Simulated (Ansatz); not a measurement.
For 1T (CdI2-type) PtSe2, rVV10 in Ansatz (plane waves, PAW) gives:

| Property | Value |
|---|---|
| lattice parameter a | 3.826 Å |
| lattice parameter c | 5.150 Å |

Task: What does PBE0 in Ansatz (PAW) give for the same quantities?

Result: 
- lattice constant a: 3.692 Å (falls by 3.5 %)
- lattice parameter c: 6.608 Å (increases by 28 %)

For comparison: lattice constant a 3.727 Å (measured, temperature not stated, not corrected to a static lattice; as tabulated in Björkman (2014), arXiv:1406.2436); lattice parameter c 5.074 Å (measured, temperature not stated, zero-point anharmonic expansion removed (computed with revB86b-DF2); no thermal correction; as tabulated in Björkman (2014), arXiv:1406.2436).

Changes are worked out from the printed values.

Unless a cell is named, each level is at its own relaxed cell (rVV10 21.76, PBE0 26.01 Å³/atom).

Levels without +SOC leave out spin–orbit coupling, which shifts energies and cells of such heavy elements.

Caveats: the cell comes from a level without a dispersion term, which matters for the spacing of layers, chains or molecules (PBE0). Ansatz's density-functional and Hartree–Fock values are scalar-relativistic unless marked +SOC, with PAW data made under PBE.

Ansatz is an electronic-structure program.
